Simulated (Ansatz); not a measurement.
Reaction: OF2 (SMILES FOF) → F (doublet) + OF (SMILES F[O], doublet) (the F-O bond breaks)
Each species at its own B3LYP-D3(BJ)/def2-TZVP minimum (Ansatz, an electronic-structure program).

Quantity: bond dissociation energy (electronic), in kcal/mol. Open shells are spin-unrestricted; no spin-orbit coupling. CBS(X,Y): correlation extrapolated as X^-3, Hartree-Fock from the larger set (Q,5: extrapolated as (X+1)exp(-9√X)). A bracket is a step between two methods taken in the basis named. The functionals are non-relativistic, so their misses hold any scalar relativity. Double hybrids freeze cores in their MP2 part. 'core' is core correlation in cc-pwCVTZ, 'X2C' scalar relativity in cc-pVTZ-DK, both at CCSD(T). The restricted determinant of F2O (FOF, singlet) is unstable towards broken spin symmetry in at least one set run.

CCSD(T)/CBS(cc-pVQZ,cc-pV5Z) + [CCSDT(Q) - CCSD(T)]/cc-pVTZ + core + X2C (Ansatz) gives 41.0 kcal/mol.

**Question.** How far off this value is PBE/def2-TZVPD (Ansatz), in which direction, and how far these levels: r2SCAN/def2-TZVPD, B3LYP/def2-TZVPD, wB97M-V/def2-TZVPD, B2PLYP/def2-TZVPD, CCSD(T)/CBS(cc-pVQZ,cc-pV5Z) + core + X2C?

**Answer.** PBE gives 51.3 kcal/mol, 10.3 kcal/mol above it. Differences of the others: r2SCAN/def2-TZVPD (Ansatz) 0.3; B3LYP/def2-TZVPD (Ansatz) -3.1; wB97M-V/def2-TZVPD (Ansatz) -1.2; B2PLYP/def2-TZVPD (Ansatz) -3.2; CCSD(T)/CBS(cc-pVQZ,cc-pV5Z) + core + X2C (Ansatz) -0.1 kcal/mol.
